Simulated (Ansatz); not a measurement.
## C₃H₂FN₂ (charge -1), SMILES Fc1c[n-]cn1: a geometry optimisation

Run with the Ansatz DFT code, driven from Python.

The script, `opt_c3h2fn2.py`:
```python
"""Relax the C3H2FN2(-) molecule."""

import itertools
import logging
import sys

import ansatz as az
from ase import Atoms
from ase.data import atomic_numbers, covalent_radii
import numpy as np

logging.basicConfig(stream=sys.stdout, format="[%(levelname)s] %(message)s")
logger = logging.getLogger("ansatz_job")
logger.setLevel(logging.INFO)


def main() -> None:
    atoms = Atoms(["F", "C", "C", "N", "C", "N", "H", "H"], positions=[
        (2.2359, -0.5799, 0.174),
        (0.9281, -0.3063, 0.0889),
        (0.3831, 0.9125, -0.2273),
        (-0.9647, 0.7803, -0.2098),
        (-1.2152, -0.5097, 0.115),
        (-0.0622, -1.1897, 0.3015),
        (0.8997, 1.8309, -0.4544),
        (-2.2047, -0.938, 0.212),
    ])
    molecule = az.Crystal.molecule_from_ase(atoms)

    calculation = (
        molecule.calculation()
        .basis(gaussian="def2-SVP")
        .functional("B3LYP")
        .charge(-1)
    )
    symbols = [site.symbol for site in molecule.cartesian_sites]
    start = np.array([site.position_ang for site in molecule.cartesian_sites], dtype=float)
    def progress(event):
        if event["event"] == "relax_step":
            row = event["data"]
            logger.info(f"step {row['step']:3d}  E = {row['lagrangian_ev']:.6f} eV  largest force component {row['allowed_force_max_ev_ang']:.4f} eV/A")


    report = calculation.relax(force_tolerance=0.02).session().plan().execute(on_event=progress).report
    end = np.array(report["positions_ang"])

    logger.info(f"E = {report['free_energy_ev']:.6f} eV = {report['free_energy_ev'] / 27.211386246:.7f} Ha")
    print("converged:", report["converged"], " doubts:", report["published_state_doubts"] or "none")

    # pairs closer than 1.2 times the sum of covalent radii, before or after
    radius = [covalent_radii[atomic_numbers[s]] for s in symbols]
    span = lambda where, i, j: np.linalg.norm(where[i] - where[j])
    bonded = [(i, j) for i, j in itertools.combinations(range(len(symbols)), 2) if min(span(start, i, j), span(end, i, j)) < 1.2 * (radius[i] + radius[j])]
    logger.info("pair        before    after (A)")
    for i, j in bonded:
        print(f"{symbols[i]}{i}-{symbols[j]}{j}".ljust(10), f"{span(start, i, j):8.4f} {span(end, i, j):8.4f}")


if __name__ == "__main__":
    main()
```

Running `python opt_c3h2fn2.py` prints:
```text
[INFO] step   1  E = -8833.644179 eV  largest force component 2.4859 eV/A
[INFO] step   2  E = -8833.815889 eV  largest force component 0.7209 eV/A
[INFO] step   3  E = -8833.834461 eV  largest force component 0.2550 eV/A
[INFO] step   4  E = -8833.835699 eV  largest force component 0.0483 eV/A
[INFO] step   5  E = -8833.835759 eV  largest force component 0.0124 eV/A
[INFO] E = -8833.835948 eV = -324.6374833 Ha
converged: True  doubts: none
[INFO] pair        before    after (A)
F0-C1        1.3388   1.3656
C1-C2        1.3720   1.3915
C1-N5        1.3440   1.3367
C2-N3        1.3544   1.3736
C2-H6        1.0779   1.0933
N3-C4        1.3536   1.3423
C4-N5        1.3515   1.3588
C4-H7        1.0826   1.0981
```

What to keep in mind:
- Total energies depend on the basis set; only differences at equal settings carry meaning.
- The end point is the stationary point reached from this start; no frequency run checks that it is a minimum, and the basis set is modest.
- b3lyp holds the VWN-RPA fit, as in Gaussian; the form of ORCA and Turbomole is b3lyp5.
- Anions want diffuse functions, which this basis lacks.
- Hardware and time: 30 s on 1 thread of Intel(R) Xeon(R) Platinum 8259CL CPU @ 2.50GHz (Skylake/Cascade Lake) (shared host), peak memory 0.28 GiB.

(Lines on the test bed's own set-up are left out of the output.)
